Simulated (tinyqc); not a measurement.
Extended Hueckel theory, for CH4-, step by step. The parameters take no account of the charge, which enters only through the electron count, and nothing here shows that the anion is bound. One step of it, computed by the program tinyqc.

Problem. Wolfsberg-Helmholz matrix. H_ij = K' S_ij (H_ii + H_jj)/2 for i != j (the diagonal keeps H_ii), with K' = K + D^2 + D^4 (1 - K), D = (H_ii - H_jj)/(H_ii + H_jj), K = 1.5.

overlap S, order 1C 2s, 1C 2px, 1C 2py, 1C 2pz, 2H 1s, 3H 1s, 4H 1s, 5H 1s:
```
[[1.000000, 0.000000, 0.000000, 0.000000, 0.508295, 0.508295, 0.508295, 0.508295],
 [0.000000, 1.000000, 0.000000, 0.000000, 0.289202, 0.289202, -0.289202, -0.289202],
 [0.000000, 0.000000, 1.000000, 0.000000, 0.289202, -0.289202, 0.289202, -0.289202],
 [0.000000, 0.000000, 0.000000, 1.000000, 0.289202, -0.289202, -0.289202, 0.289202],
 [0.508295, 0.289202, 0.289202, 0.289202, 1.000000, 0.159775, 0.159775, 0.159775],
 [0.508295, 0.289202, -0.289202, -0.289202, 0.159775, 1.000000, 0.159775, 0.159775],
 [0.508295, -0.289202, 0.289202, -0.289202, 0.159775, 0.159775, 1.000000, 0.159775],
 [0.508295, -0.289202, -0.289202, 0.289202, 0.159775, 0.159775, 0.159775, 1.000000]]
```

diagonal H_ii (eV): [-21.400000, -11.400000, -11.400000, -11.400000, -13.600000, -13.600000, -13.600000, -13.600000]

K = 1.500000

Give: H.

Solution.

H (eV), order 1C 2s, 1C 2px, 1C 2py, 1C 2pz, 2H 1s, 3H 1s, 4H 1s, 5H 1s:
```
[[-21.400, 0.000, 0.000, 0.000, -13.774, -13.774, -13.774, -13.774],
 [0.000, -11.400, 0.000, 0.000, -5.450, -5.450, 5.450, 5.450],
 [0.000, 0.000, -11.400, 0.000, -5.450, 5.450, -5.450, 5.450],
 [0.000, 0.000, 0.000, -11.400, -5.450, 5.450, 5.450, -5.450],
 [-13.774, -5.450, -5.450, -5.450, -13.600, -3.259, -3.259, -3.259],
 [-13.774, -5.450, 5.450, 5.450, -3.259, -13.600, -3.259, -3.259],
 [-13.774, 5.450, -5.450, 5.450, -3.259, -3.259, -13.600, -3.259],
 [-13.774, 5.450, 5.450, -5.450, -3.259, -3.259, -3.259, -13.600]]
```
